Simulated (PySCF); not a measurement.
**HF (hydrogen fluoride) at 3 levels**

Aim: a comparison of 3 runs (MP2/6-31G*, CISD/6-31G*, FCI/6-31G*) of HF (hydrogen fluoride). 

Program for the calculation: PySCF 2.14.0.

**1. The system as given**

The species is HF (2 atoms), meant as a singlet with charge 0. As SMILES, `F`. The F1–H2 distance was set to 1.104 Å, away from the relaxed value.

Bond lengths: F1–H2 1.104 Å.

**2. A single-point energy at MP2/6-31G(d) (spherical functions) (run 1)**

File calc.py:

```python
from pyscf import gto, mp

system = gto.Mole()
system.atom = 'F -0.546040 0.202455 -0.274980; H 0.390000 -0.144600 0.196400'
system.basis = '6-31g*'
system.max_memory = 1860
system.spin = 0
system.verbose = 3
system.build()

mf = system.RHF()
mf.conv_tol = 1e-10
mf.kernel()
if not mf.converged:
    mf = mf.newton().run(mf.mo_coeff, mf.mo_occ)

pt = mp.MP2(mf, frozen=1).run()
etot = pt.e_tot
print('E(%s) = %.9f' % ('MP2', etot))
```

On the command line:

```sh
$ OMP_NUM_THREADS=1 python calc.py
```

The program printed:

```text
converged SCF energy = -99.9711607831427
E(RMP2) = -100.158976103458  E_corr = -0.187815320314981
E(SCS-RMP2) = -100.153092160826  E_corr = -0.181931377683701
E(MP2) = -100.158976103
```

It took 0.54 s on 1 thread of Arm Neoverse V2, shared host; peak memory 0.11 GiB.

**3. A single-point energy at CISD/6-31G(d) (spherical functions) (run 2)**

File job.py:

```python
from pyscf import gto, scf, ci

system = gto.Mole()
system.atom = '''
F     -0.546040     0.202455    -0.274980
H      0.390000    -0.144600     0.196400
'''
system.max_memory = 1860
system.spin = 0
system.charge = 0
system.verbose = 3
system.basis = '6-31g*'
system.build()

hf = scf.RHF(system)
hf.conv_tol = 1e-10
hf.kernel()
if not hf.converged:
    hf = hf.newton().run(hf.mo_coeff, hf.mo_occ)

cisd = ci.CISD(hf, frozen=1)
cisd.kernel()
energy = cisd.e_tot
print(f'total energy: {energy:.8f} hartree')
```

On the command line:

```sh
$ OMP_NUM_THREADS=1 python job.py
```

The program printed:

```text
converged SCF energy = -99.9711607831427
E(RCISD) = -100.1568113054504  E_corr = -0.1856505223076912
total energy: -100.15681131 hartree
```

Run time: 0.48 s. Hardware: 1 thread of Arm Neoverse V2, shared host; peak memory 0.1 GiB.

**4. A single-point energy at FCI/6-31G(d) (spherical functions) (run 3)**

File geometry.xyz:

```xyz
2

F     -0.546040     0.202455    -0.274980
H      0.390000    -0.144600     0.196400
```

File job.py:

```python
from pyscf import gto, scf, mcscf
from pyscf import fci

mol = gto.Mole()
mol.atom = 'geometry.xyz'
mol.verbose = 3
mol.charge = 0
mol.max_memory = 1860
mol.spin = 0
mol.basis = '6-31g*'
mol.build()

mf = scf.RHF(mol)
mf.conv_tol = 1e-10
mf.kernel()
if not mf.converged:
    mf = mf.newton().run(mf.mo_coeff, mf.mo_occ)

cas = mcscf.CASCI(mf, mf.mo_coeff.shape[-1] - 1, (mol.nelec[0] - 1, mol.nelec[1] - 1))  # full CI above the frozen core
cas.fcisolver = fci.direct_spin0.FCI(mol)  # even spin states alone
cas.kernel()
print('<S^2> = %.4f' % cas.fcisolver.spin_square(cas.ci, cas.ncas, cas.nelecas)[0])
etot = cas.e_tot
print('E = %.10f Eh' % etot)
```

On the command line:

```sh
$ OMP_NUM_THREADS=1 python job.py
```

The program printed:

```text
converged SCF energy = -99.9711607831427
CASCI E = -100.166404633597  E(CI) = -28.0492992702608  S^2 = 0.0000000
<S^2> = 0.0000
E = -100.1664046336 Eh
```

It took 35 s on 1 thread of Arm Neoverse V2, shared host; peak memory 0.52 GiB.

**5. All runs side by side**

```csv
run,level,energy (Eh),dipole moment (D) of the reference,HOMO energy (eV),LUMO energy (eV),wall time
1,MP2/6-31G* (spherical functions),-100.158976,2.30,-16.67,4.32,0.54 s
2,CISD/6-31G* (spherical functions),-100.156811,2.30,-16.67,4.32,0.48 s
3,FCI/6-31G* (spherical functions),-100.166405,2.30,-16.67,4.32,35 s
```

**6. What came out**

| quantity | value |
| --- | --- |
| run 3: total energy | -100.16640 Eh |
| run 3: dipole moment (Hartree–Fock density) | 2.30 D |
| run 3: HOMO energy (Hartree–Fock orbitals) | -16.67 eV |
| run 3: LUMO energy (Hartree–Fock orbitals) | 4.32 eV |
| run 3: HOMO–LUMO gap (Hartree–Fock orbitals) | 20.99 eV |
| run 3: correlation energy (1 core orbital frozen) | -195.2 mEh |

What this shows: Against full CI in this basis: MP2 +7.4 mEh; CISD +9.6 mEh. All runs together took 36 s, the longest 35 s.
